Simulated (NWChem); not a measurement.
Correlation energy of Cl (-1)

```xyz
1

Cl     0.0000     0.0000     0.0000
```
Charge -1, spin multiplicity 1.

Everything below was run with NWChem.

Basis set: def2-SVPD. Each correlation energy counts from its own Hartree-Fock reference.

The correlated methods keep 5 core orbitals frozen. Coupled-cluster values serve here as a point of comparison, not as the truth.

Question: For the correlation energy, CCSDT gives -173.3 mHa and CCSD gives -168.6 mHa. What do CR-CCSD(T), CCSD(T), MP2 give?

Answer: CR-CCSD(T): -172.3 mHa; CCSD(T): -172.9 mHa; MP2: -157.3 mHa.
